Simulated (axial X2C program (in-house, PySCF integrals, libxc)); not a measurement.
## HF: from the spin-free to the two-component result

Computed with an in-house all-electron X2C program for linear molecules (integrals from PySCF). Spin-free means the one-electron spin-free X2C Hamiltonian; two-component (2c) means X2C with spin–orbit coupling and atomic mean-field two-electron Coulomb and Gaunt terms, so the difference of the two also holds small scalar two-electron terms. Basis: F dyall-av3z [7s6p3d2f], H dyall-v3z [6s2p1d] (cores contracted in-house); Gaussian nuclei, density fitting, unrestricted open shells. Masses: F 18.998 u, H 1.008 u.

Spin-free state: M_S = 0, Λ = 0 (closed shell); fragments F + H.

```
  level  Re (Å)  ωe (cm⁻¹)  De (eV)  μ (D)
   PBE0   0.919     4144.0    5.919   1.81
     HF   0.898     4464.8    4.192   1.89
    MP2   0.922     4110.7    6.194    n/a
   CCSD   0.918     4156.9    5.919    n/a
CCSD(T)   0.921     4111.3    6.009    n/a
 PBEsol   0.932     3971.2    6.454   1.80
```

Correlated methods: 8 electrons correlated (number of frozen shells: F 1 s; H none), 128 virtual spin orbitals or spinors in MP2, 86 natural virtuals in coupled cluster.

Dipoles are positive if H is the positive end.

Two-component determinant lowest at the distance of the search:

Ω = 0 (closed shell); fragments F + H.

```tsv
level	Re (Å)	ωe (cm⁻¹)	De (eV)	μ (D)
PBE0	0.919	4144.1	5.919	1.81
HF	0.898	4464.9	4.182	1.89
MP2	0.922	4110.8	6.185	n/a
CCSD	0.918	4156.9	5.909	n/a
CCSD(T)	0.921	4111.3	5.994	n/a
PBEsol	0.932	3971.4	6.454	1.80
```

(1) From the two tables, how do the constants change at the CCSD(T) level (2c against spin-free)?

The state is one determinant whose occupation by symmetry is held fixed; it was picked as the lowest of a PBE0 search that is not exhaustive. The closed shell is kept restricted, so the energy runs too high when the bond is stretched far. Dissociation energies refer to the lowest single-determinant-based atoms at the same level and basis. CCSD and (T) use frozen natural virtuals with an MP2 correction for the truncation; (T) itself is uncorrected, so its De runs slightly low. In 2c an atomic determinant is not the ground J level, so De misses part of the atomic spin–orbit lowering. This holds for PBE0, PBEsol. The functionals have no current-density term, which raises determinants with orbital currents, atoms included.

Results:

(1) At the CCSD(T) level Re is unchanged within 0.001 Å and ωe doesn't move by more than 0.2 cm⁻¹; De changes by -0.015 eV.
